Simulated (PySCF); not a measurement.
Method: PBE-D3(BJ)/def2-TZVP // B3LYP-D3(BJ)/def2-TZVP (PySCF 2.14.0). All species are isolated molecules in the gas phase. One relaxed conformer stands for a flexible species; it need not be the lowest. Excitations are Tamm–Dancoff values on a coarser integration grid. The basis has no diffuse functions, so Rydberg states are missing or too high.

Reference species (SMILES): `C=CC` (neutral, multiplicity 1).

* **brightest of the four lowest singlets (TDA)**: 7.91 eV
* **S1 oscillator strength**: 0.000
* **S1–T1 gap (TDA)**: 2.61 eV

Changed species: `C(=C)CF` (C–C–C–F torsion 0°) (X = fluoro; the reference has X = H).

Task: Give the shifts of the brightest of the four lowest singlets (TDA), S1 oscillator strength and S1–T1 gap (TDA).

Result: the brightest of the four lowest singlets (TDA) decreases by 0.61 eV, to 7.30 eV; the S1 oscillator strength is nearly the same; the S1–T1 gap (TDA) rises by 0.02 eV, to 2.63 eV.
